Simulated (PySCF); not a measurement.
Structure from NMR data

An unknown has the formula C3H5NO. Its calculated NMR data are:

¹H NMR (400 MHz, computed): δ 9.62 (d, J = 8.4 Hz, 1H), 7.72 (dq, J = 8.4, 2.4 Hz, 1H), 3.77 (d, J = 2.4 Hz, 3H).

¹³C{¹H} NMR (computed): δ 208.0 (CH), 175.8 (CH), 52.2 (CH3).

- structure optimised with PBE0-D3(BJ)/def2-SVP
- B3LYP/pcJ-1 coupling constants (spin–dipole term only in couplings to heteroatoms)
- NMR shieldings at CAM-B3LYP/pcSseg-2/GIAO
- code: PySCF
- a single conformation, non-relativistic Hamiltonian, in vacuum, averaged over atoms made equivalent by symmetry, fast rotation or ring inversion

Scale: ¹H (σref 31.34) and ¹³C (σref 182.55) against TMS (reference shieldings calculated alike).

Q: Propose a structure and justify it.

A: 
Rings plus π bonds: 2 (no ring in the answer). 3 carbon signals for 3 carbons: no two carbons are equivalent. Carbon types of the structure: 2 × CH, 1 × CH3, which accounts for all hydrogens. δC 208.0: aldehyde carbonyl carbon; the double bond to the heteroatom, with no lone-pair donor beside it, deshields it most. δC 175.8: C=N carbon. δC 52.2: methyl carbon bonded to N; the inductive effect lowers its shielding. δH 9.62: hydrogen on an aldehyde carbonyl carbon; the formyl region, downfield of aromatic protons. δH 7.72: hydrogen on a C=N carbon. δH 3.77: hydrogen on a methyl carbon bonded to N; its carbon carries N, an electronegative neighbour. The protons at 7.72 and 9.62 share a coupling of 8.4 Hz (vicinal).

These data were computed for `N(/C)=C\C=O`.

The shifts were computed for this structure.

Splittings below 1 Hz are ignored in the labels, and close J values are merged. Unscaled 3J(H,H) at this level run about 10 % above measured values. Shifts are as computed, not scaled to solution data. Of 1211 compounds with measured shifts, 218 miss one by over three times the rms of a fit or turn the order of signals round; such compounds aren't used in these exercises.
